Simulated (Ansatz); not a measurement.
C$_{3}$H$_{5}$FS (`CC(=S)CF`). Total charge 0; spin multiplicity 1.

| atom | x (Å) | y (Å) | z (Å) |
| --- | --- | --- | --- |
| C1 | 0.7074 | -1.0741 | -0.1098 |
| C2 | 0.1476 | 0.2265 | -0.5567 |
| S3 | 0.4575 | 0.9180 | -1.9853 |
| C4 | -0.7696 | 0.9289 | 0.4042 |
| F5 | -0.9392 | 0.2289 | 1.5812 |
| H6 | 1.2596 | -0.9402 | 0.8264 |
| H7 | 1.3555 | -1.4997 | -0.8719 |
| H8 | -0.1063 | -1.7680 | 0.1266 |
| H9 | -1.7507 | 1.0649 | -0.0600 |
| H10 | -0.3618 | 1.9148 | 0.6452 |

Question: Give the diagnostics of a CCSD(T)/def2-TZVPP run (frozen core, Ansatz). (Estimate.)

Answer: Computed: T1 = 0.0152, largest single amplitude 0.049, largest double 0.107, (T) share of the correlation energy 4.1 %, 10 CCSD cycles. The RHF solution is unstable towards an unrestricted one. T1 lies under the customary mark of 0.02 for closed shells.
